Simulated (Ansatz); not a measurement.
# Which is lower?

Two relaxed structures of MgSi2H5 (charge +1), singlet (PBE0-D4/def2-TZVP; forces vanish, vibrations not checked).

A:

Mg1  (-1.961, 1.208, -1.938)
Si2  (0.194, 0.736, -0.419)
Si3  (0.495, -0.877, 1.055)
H4  (-3.332, 1.435, -2.862)
H5  (1.328, 1.651, -0.108)
H6  (1.587, -0.844, 2.049)
H7  (-0.334, 0.604, 1.219)
H8  (-0.573, -1.871, 1.286)
(Å)

B:

```
8
angstrom
Mg -1.9750 1.3264 -1.8111
Si 0.2131 0.6242 -0.3617
Si 0.8201 -1.0948 1.1358
H -3.3394 1.7231 -2.6867
H 1.4162 1.5066 -0.4574
H 1.1324 -0.3490 2.3816
H 2.0303 -1.6873 0.5135
H -0.2977 -2.0492 1.2860
```

Program: Ansatz 0.2.0. Basis: def2-TZVPP. Cores are frozen in the correlated methods. The outer core shell of Li, Na, Mg and K is correlated. The def2 sets are not built for correlating such inner shells, so the correlated values are less sure here. B3LYP uses VWN-RPA correlation.

Problem. Which structure is lower at CCSD(T), and by how much? (Judge from chemistry; the value comes from the calculation.)

Solution. The calculation gives: A, by 12.1 kJ/mol (electronic energy, against the other). By their contacts, A is MgSi₂H₅ ([MgH][SiH]1[H][SiH2]1), total charge +1 and B is MgSi₂H₅ ([MgH][SiH][SiH3]), total charge +1.

Problem. Do the other methods give the same order? (A judgement: the text doesn't fix the answer.)

Solution. The calculation gives: Not all: HF gives the other order.

| method | E(B) − E(A) (kJ/mol) |
| --- | --- |
| PBE-D4 | 23.4 |
| r2SCAN-D4 | 24.4 |
| PBE0-D4 | 19.4 |
| B3LYP-D4 | 8.0 |
| wB97M-V | 15.8 |
| HF | -17.4 |
| MP2 | 16.4 |
| CCSD | 6.5 |
| CCSD(T) | 12.1 |

No T1 diagnostic of these runs exceeds 0.013.

Labels in which every atom is bracketed show which atoms are joined, not bond orders.

For scale, one of the runs: CCSD(T)/def2-TZVPP, 186 basis functions, launched by `ansatz run in.yaml --threads 2 --pin off --events-out ev --progress --plain --max-ram 4352MiB`. Hardware: 2 CPU threads of an Arm Neoverse V2, shared host. Wall time 51 s; peak host memory 1.8 GiB.
